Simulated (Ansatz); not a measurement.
# AlH3Cl− (SMILES [H][Al-]([H])([H])[Cl]) at r2SCAN/STO-3G

What is the vertical singlet–triplet gap of AlH3Cl− at r2SCAN/STO-3G? 

Program for the calculation: Ansatz 0.2.0.

1 further run of the same task is left out (it didn't finish).

## 1. The system as given

AlH3Cl−: 5 atoms, total charge -1, spin state singlet. SMILES: `[H][Al-]([H])([H])[Cl]`. Geometry: a GFN2-xTB relaxation, a rough one for these elements and not checked as a minimum.

Bond lengths: Al1–Cl2 2.096 Å, Al1–H3 1.609 Å, Al1–H4 1.608 Å, Al1–H5 1.609 Å. Angles: Cl2–Al1–H3 107.0°, Cl2–Al1–H4 107.2°, Cl2–Al1–H5 107.4°, H3–Al1–H4 111.6°, H3–Al1–H5 111.7°, H4–Al1–H5 111.8°.

## 2. A single-point energy at r2SCAN/STO-3G

job.yaml reads:

```yaml
crystal:
  periodic: [false, false, false]
  atoms:
    - {symbol: Al, position_ang: [-0.002450, 0.000420, -0.134210]}
    - {symbol: Cl, position_ang: [0.013850, -0.018360, 1.961810]}
    - {symbol: H, position_ang: [1.532100, 0.011680, -0.616990]}
    - {symbol: H, position_ang: [-0.775390, 1.334390, -0.590440]}
    - {symbol: H, position_ang: [-0.768110, -1.328130, -0.620160]}
basis:
  gaussian: {orbitals: STO-3G}
total_charge: -1
hamiltonian: {xc: {name: r2SCAN}}
accuracy: high
```

Run with:

```bash
$ ansatz run job.yaml --threads 1 --pin off --max-ram 2610MiB --events-out events.jsonl --progress --plain --runs-dir runs
```

Log:

```text
Warning: RAYON_NUM_THREADS=1 ignored (pool sized by the plan → 1); use --threads N
Functional definition: r2SCAN
  name "r2SCAN"
  parameter k0 = 0.174
  parameter k1 = 0.065
  parameter a1 = 4.9479
  exchange = r2scan_x(k0 = k0, k1 = k1, a1 = a1)
  correlation = r2scan_c
362 factors; integrals over basis functions are off by at most 1.3e-8 eV
mean field evaluation 1: about -18949.4418 eV, gradient 2.5e1 eV
mean field evaluation 2: about -18950.2505 eV, gradient 1.9e1 eV
mean field evaluation 4: about -18951.4348 eV, gradient 3.5e-2 eV
mean field evaluation 8: about -18951.3942 eV, gradient 1.7e-3 eV
mean field -18951.39415128 eV, -696.4508893431 hartree, gradient 3.5e-8 eV, S^2 0.000000; 0 other end points of the search recorded, 0 dependent functions left out
reference -18951.39415167 eV, -696.4508893575 hartree; 17, 17 occupied and 4, 4 virtual orbitals, 362 factors
Total energy: -18951.39415167 eV, -696.4508893575 hartree
```

Wall time 1.4 s (1 thread of Intel Xeon 6975P-C (Granite Rapids), shared host); peak memory 0.15 GiB.

## 3. The triplet, same level

job.yaml reads:

```yaml
crystal:
  periodic: [false, false, false]
  atoms:
    - symbol: Al
      position_ang: [-0.002450, 0.000420, -0.134210]
    - symbol: Cl
      position_ang: [0.013850, -0.018360, 1.961810]
    - symbol: H
      position_ang: [1.532100, 0.011680, -0.616990]
    - symbol: H
      position_ang: [-0.775390, 1.334390, -0.590440]
    - symbol: H
      position_ang: [-0.768110, -1.328130, -0.620160]
basis:
  gaussian:
    orbitals: STO-3G
total_charge: -1
magnetization:
  spin_polarized: true
  initial_magnetization: 2
hamiltonian:
  xc: r2scan
accuracy: high
```

Run with:

```bash
$ ansatz run job.yaml --threads 1 --pin off --max-ram 2610MiB --events-out events.jsonl --progress --plain --runs-dir runs
```

Log, shortened:

```text
Warning: RAYON_NUM_THREADS=1 ignored (pool sized by the plan → 1); use --threads N
[... 2 set-up lines as earlier in the session ...]
[...]
362 factors; integrals over basis functions are off by at most 1.3e-8 eV
[...]
mean field -18940.07684527 eV, -696.0349860183 hartree, gradient 3.4e-8 eV, S^2 2.002851; 14 other end points of the search recorded, 0 dependent functions left out
reference -18940.07684612 eV, -696.0349860496 hartree; 18, 16 occupied and 3, 5 virtual orbitals, 362 factors
Total energy: -18940.07684612 eV, -696.0349860496 hartree
```

Run time: 11 s. Hardware: 1 thread of Intel Xeon 6975P-C (Granite Rapids), shared host; peak memory 0.24 GiB.

## 4. Summary of results

Level: r2SCAN/STO-3G.

```
                                        quantity          value
                           singlet: total energy  -696.45089 Eh
                           triplet: total energy  -696.03499 Eh
                                   triplet: ⟨S²⟩          2.003
vertical energy of the triplet above the singlet      11.317 eV
```

At this shape the triplet lies 11.32 eV (1092 kJ/mol) above the singlet. For an anion a state so high probably lies above electron detachment. In a minimal basis such a difference can be off by several eV, whatever the method.
